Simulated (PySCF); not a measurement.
Methyl propyl ether, C4H10O.
Numbering: `[CH3:1][CH2:2][CH2:3][O:4][CH3:5]` (hydrogens: H6, H7, H8 on C1; H9, H10 on C2; H11, H12 on C3; H13, H14, H15 on C5)

Cartesian coordinates in Å at the PBE0-D3(BJ)/def2-SVP level; atoms count from 1:
```
atom  x, y, z in Å
C1    -1.9764   -0.9302   -0.7530
C2    -0.4682   -0.7672   -0.8337
C3     0.0766    0.1845    0.2090
O4     1.4624    0.2809    0.0681
C5     2.0559    1.1391    0.9872
H6    -2.3453   -1.6250   -1.5217
H7    -2.4951    0.0310   -0.8999
H8    -2.2883   -1.3260    0.2272
H9    -0.1712   -0.3942   -1.8278
H10    0.0343   -1.7403   -0.7072
H11   -0.1887   -0.1738    1.2280
H12   -0.3982    1.1842    0.0981
H13    3.1386    1.1462    0.7977
H14    1.8859    0.8133    2.0337
H15    1.6775    2.1776    0.8943
```

The calculation used core-valence-separated Tamm–Dancoff BHandHLYP/aug-pcX-1 (pcseg-1 on H) in PySCF, non-relativistic, gas phase, PBE0-D3(BJ)/def2-SVP geometry. BHandHLYP without relativity tends to put these K edges a few eV too low, so spacings mean more than positions.

Question: What does the C 1s absorption edge look like?

Answer: 
```json
{"E (eV)": "285.34", "f": "0.0077", "core hole on": "C1", "main final orbital": "LUMO (49 %)"}
{"E (eV)": "285.66", "f": "0.0146", "core hole on": "C2", "main final orbital": "LUMO+2 (43 %)"}
{"E (eV)": "286.05", "f": "0.0284", "core hole on": "C1", "main final orbital": "LUMO+2 (36 %)"}
{"E (eV)": "286.08", "f": "0.0154", "core hole on": "C1", "main final orbital": "LUMO+3 (51 %)"}
{"E (eV)": "286.11", "f": "0.0374", "core hole on": "C2", "main final orbital": "LUMO+3 (59 %)"}
{"E (eV)": "286.55", "f": "0.0040", "core hole on": "C2", "main final orbital": "LUMO (37 %)"}
{"E (eV)": "286.59", "f": "0.0209", "core hole on": "C5", "main final orbital": "LUMO (34 %)"}
{"E (eV)": "286.70", "f": "0.0021", "core hole on": "C2", "main final orbital": "LUMO+1 (35 %)"}
{"E (eV)": "286.72", "f": "0.0030", "core hole on": "C1", "main final orbital": "LUMO+4 (56 %)"}
{"E (eV)": "286.78", "f": "0.0292", "core hole on": "C3", "main final orbital": "LUMO+4 (46 %)"}
{"E (eV)": "287.23", "f": "0.0043", "core hole on": "C1", "main final orbital": "LUMO+1 (44 %)"}
{"E (eV)": "287.28", "f": "0.0143", "core hole on": "C5", "main final orbital": "spread"}
{"E (eV)": "287.36", "f": "0.0008", "core hole on": "C2", "main final orbital": "spread"}
{"E (eV)": "287.37", "f": "0.0319", "core hole on": "C3", "main final orbital": "LUMO+3 (61 %)"}
{"E (eV)": "287.42", "f": "0.0324", "core hole on": "C5", "main final orbital": "spread"}
{"E (eV)": "287.47", "f": "0.0358", "core hole on": "C5", "main final orbital": "LUMO+3 (43 %)"}
{"E (eV)": "287.53", "f": "0.0191", "core hole on": "C3", "main final orbital": "spread"}
{"E (eV)": "287.57", "f": "0.0011", "core hole on": "C1", "main final orbital": "spread"}
{"E (eV)": "287.63", "f": "0.0050", "core hole on": "C2", "main final orbital": "LUMO+5 (37 %)"}
```

The first line with a tenth or more of the strongest one's intensity is at 285.34 eV (f = 0.008), with the hole on C1 (methyl carbon). The strongest listed is at 286.11 eV (f = 0.037; C2).

Question: Give energies, oscillator strengths and core holes at the O K edge.

Answer: 
```
E (eV)       f  core hole on  main final orbital
533.80  0.0122            O4              spread
533.91  0.0056            O4       LUMO+1 (31 %)
534.30  0.0162            O4         LUMO (43 %)
534.61  0.0021            O4       LUMO+2 (64 %)
534.65  0.0000            O4       LUMO+3 (90 %)
535.29  0.0086            O4       LUMO+5 (41 %)
535.47  0.0085            O4              spread
```

The first line with a tenth or more of the strongest one's intensity is at 533.80 eV (f = 0.012), with the hole on O4 (ether oxygen). The strongest listed is at 534.30 eV (f = 0.016; O4).

Roots within 0.03 eV whose holes lie on the same, on equivalent or on shared atoms are summed into one line, and the highest roots are left out, as the search may have cut off their partners. Final orbitals are the ground state's empty Kohn–Sham orbitals.

Question: What is the summed oscillator strength of the listed C K lines, and their intensity-weighted mean energy?

Answer: Σf = 0.307 over 19 lines from 285.34 to 287.63 eV; the weighted mean is 286.79 eV. The strongest line holds 12 % of the sum.

Only the lowest roots of each edge were sought.

One conformer stands for the species.
